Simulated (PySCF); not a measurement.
# H₄Si, SMILES `[SiH4]` (charge 0, multiplicity 1)

Computed with PBE0-D4/def2-TZVP (PySCF).

```
Property                                        Result
-------------  ---------------------------------------
HOMO                                          -9.86 eV
dipole moment                                   0.00 D
LUMO                                           1.07 eV
HOMO–LUMO gap                                 10.93 eV
total energy                              -291.7573 Ha
cost           about 1.6 core-seconds (a rough figure)
```

```xyz
5

Si     0.0000     0.0000     0.0000
H     -0.2580    -1.0452    -1.0223
H     -0.7836     1.2175    -0.3283
H      1.4470     0.3318     0.0143
H     -0.4054    -0.5040     1.3363
```
